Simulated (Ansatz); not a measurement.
This geometry of C$_{3}$H$_{7}$NS (12 atoms, charge 0, multiplicity 1) is a first-order saddle point.

Level of theory: RKS PBE-D4/def2-SVP in Ansatz.

```xyz
12
Properties=species:S:1:pos:R:3
N -1.677 -0.531 0.195
C -0.271 -0.806 0.289
C 0.621 0.095 1.108
C 0.775 0.075 -0.396
S 0.152 1.467 -1.386
H -1.899 0.397 0.573
H -1.970 -0.515 -0.792
H -0.032 -1.886 0.313
H 0.159 0.991 1.557
H 1.417 -0.351 1.724
H 1.672 -0.402 -0.819
H 1.129 1.412 -2.331
```

Problem. Which two structures does it join? (They come from a converged band through this point; their orientation in space is the band's.)

Solution. No bond is made or broken. The dihedral H11–C4–S5–H12 goes from -88 to 75°.

Initial state:

```xyz
12
Properties=species:S:1:pos:R:3
N -1.681 -0.354 0.461
C -0.313 -0.771 0.349
C 0.784 0.100 0.884
C 0.716 -0.145 -0.615
S 0.116 1.144 -1.719
H -1.752 0.648 0.234
H -2.248 -0.837 -0.250
H -0.190 -1.858 0.494
H 0.494 1.103 1.239
H 1.616 -0.354 1.445
H 1.472 -0.816 -1.056
H 1.062 2.085 -1.432
```

Final state:

```xyz
12
Properties=species:S:1:pos:R:3
N -1.611 -0.242 0.346
C -0.249 -0.692 0.340
C 0.805 0.079 1.079
C 0.882 0.004 -0.439
S 0.530 1.526 -1.331
H -1.626 0.778 0.202
H -2.105 -0.639 -0.465
H -0.163 -1.793 0.376
H 0.502 1.044 1.520
H 1.567 -0.461 1.661
H 1.683 -0.618 -0.875
H -0.140 0.959 -2.379
```

Problem. How far does it lie above each of them?

Solution. 0.143 eV above the first and 0.164 eV above the second. This is the barrier of this one path; another mechanism may lie lower.

Time of the run: 100 s on 2 threads of Arm Neoverse V1, on a shared host, peak memory 0.15 GiB.
